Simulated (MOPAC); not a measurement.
MOPAC input (PM7):

```
PM7 1SCF CHARGE=-1 GEO-OK AUX(PRECISION=9) THREADS=1
H3N2

N    -0.01174600 1    0.81294500 1    0.09531200 1
N    -0.00018200 1   -0.67601700 1   -0.08700100 1
H    -0.81512900 1    1.06903100 1   -0.49699100 1
H    -0.03991300 1   -1.09453700 1    0.84806000 1
H     0.93854200 1   -0.93299000 1   -0.40924300 1
```

Output:

```
 *******************************************************************************
 **                                                                           **
 **                              MOPAC v23.2.5                                **
 **                                                                           **
 *******************************************************************************
 ** MOPAC's Digital Object Identifier: https://doi.org/10.5281/zenodo.6511958 **
 **                                                                           **
 ** Please cite the open-source release paper for use of this MOPAC version:  **
 ** J. E. Moussa and J. J. P. Stewart (2026)                                  **
 ** MOPAC: An open-source semiempirical molecular orbital program             **
 ** J. Open Source Softw., 11(119), 8025, https://doi.org/10.21105/joss.08025 **
 *******************************************************************************

                              PM7 CALCULATION RESULTS

 *******************************************************************************
 *  PM7        - The PM7 Hamiltonian to be used
 *  GEO-OK     - OVERRIDE INTERATOMIC DISTANCE AND OTHER SAFETY CHECKS
 *
 *
 *
 *                 CHARGE ON SYSTEM = -1
 *
 *
 *
 *  1SCF       - DO 1 SCF AND THEN STOP
 *  AUX        - OUTPUT AUXILIARY INFORMATION
 *******************************************************************************
PM7 1SCF CHARGE=-1 GEO-OK AUX(PRECISION=9) THREADS=1
 H3N2

   ATOM   CHEMICAL          X               Y               Z
  NUMBER   SYMBOL      (ANGSTROMS)     (ANGSTROMS)     (ANGSTROMS)

     1       N         -0.01174600  *   0.81294500  *   0.09531200  *
     2       N         -0.00018200  *  -0.67601700  *  -0.08700100  *
     3       H         -0.81512900  *   1.06903100  *  -0.49699100  *
     4       H         -0.03991300  *  -1.09453700  *   0.84806000  *
     5       H          0.93854200  *  -0.93299000  *  -0.40924300  *

          CARTESIAN COORDINATES

    NO.       ATOM           X           Y           Z

     1         N         -0.0117      0.8129      0.0953
     2         N         -0.0002     -0.6760     -0.0870
     3         H         -0.8151      1.0690     -0.4970
     4         H         -0.0399     -1.0945      0.8481
     5         H          0.9385     -0.9330     -0.4092

 General Reference for PM7:
 "Optimization of Parameters for Semiempirical Methods VI: More Modifications to the
 NDDO Approximations and Re-optimization of Parameters", J. J. P. Stewart, J. Mol. Mod., 1:32, 19 (2013)
 https://link.springer.com/article/10.1007/s00894-012-1667-x

           Empirical Formula: H3 N2  =     5 atoms

      MOLECULAR POINT GROUP   :   Cs

      RHF CALCULATION, NO. OF DOUBLY OCCUPIED LEVELS = 7

 -------------------------------------------------------------------------------
 PM7 1SCF CHARGE=-1 GEO-OK AUX(PRECISION=9) THREADS=1
 H3N2

     1SCF WAS SPECIFIED, SO BFGS WAS NOT USED
     SCF FIELD WAS ACHIEVED

                              PM7 CALCULATION
                                                       MOPAC v23.2.5 Linux

          FINAL HEAT OF FORMATION =         42.04773 KCAL/MOL =     175.92771 KJ/MOL

          COSMO AREA              =         65.01 SQUARE ANGSTROMS
          COSMO VOLUME            =         45.80 CUBIC ANGSTROMS

          IONIZATION POTENTIAL    =          0.865095 EV
          HOMO LUMO ENERGIES (EV) =         -0.865 10.598
          NO. OF FILLED LEVELS    =          7
          MOLECULAR WEIGHT        =         31.0371         POINT GROUP:  Cs

          MOLECULAR DIMENSIONS (Angstroms)

            Atom       Atom       Distance
            H     5    H     3     2.66292
            H     4    H     3     1.52724
            N     1    N     2     0.93208

          SCF CALCULATIONS        =          1

   ATOM   CHEMICAL          X               Y               Z
  NUMBER   SYMBOL      (ANGSTROMS)     (ANGSTROMS)     (ANGSTROMS)

     1       N         -0.01174600  *   0.81294500  *   0.09531200  *
     2       N         -0.00018200  *  -0.67601700  *  -0.08700100  *
     3       H         -0.81512900  *   1.06903100  *  -0.49699100  *
     4       H         -0.03991300  *  -1.09453700  *   0.84806000  *
     5       H          0.93854200  *  -0.93299000  *  -0.40924300  *

                             CARTESIAN COORDINATES

   1    N       -0.011746000     0.812945000     0.095312000
   2    N       -0.000182000    -0.676017000    -0.087001000
   3    H       -0.815129000     1.069031000    -0.496991000
   4    H       -0.039913000    -1.094537000     0.848060000
   5    H        0.938542000    -0.932990000    -0.409243000

           Empirical Formula: H3 N2  =     5 atoms

      MOLECULAR POINT GROUP   :   Cs

                  EIGENVALUES
 -28.91759 -21.02452  -9.62208  -7.47976  -6.44750  -2.51172  -0.86509  10.59766
  12.21234  12.77065  14.10066

              NET ATOMIC CHARGES AND DIPOLE CONTRIBUTIONS

  ATOM NO.   TYPE          CHARGE      No. of ELECS.   s-Pop       p-Pop
    1          N          -1.011041        6.0110     1.85935     4.15169
    2          N          -0.522260        5.5223     1.69784     3.82442
    3          H           0.184590        0.8154     0.81541
    4          H           0.174355        0.8256     0.82564
    5          H           0.174355        0.8256     0.82564
 DIPOLE           X         Y         Z       TOTAL
 POINT-CHG.     0.075    -2.855    -0.309     2.873
 HYBRID         0.205    -0.243     0.128     0.343
 SUM            0.279    -3.098    -0.181     3.116

          ATOMIC ORBITAL ELECTRON POPULATIONS

     Atom    s        px        py        pz
    1  N   1.85935   1.54476   0.89031   1.71663
    2  N   1.69784   1.36660   1.15681   1.30101
    3  H   0.81541
    4  H   0.82564
    5  H   0.82564

 **********************
 *                    *
 * JOB ENDED NORMALLY *
 *                    *
 **********************

 == MOPAC DONE ==
```

The dipole moment of an ion depends on the origin.

The geometry given is a B3LYP-D3(BJ)/def2-TZVP minimum.
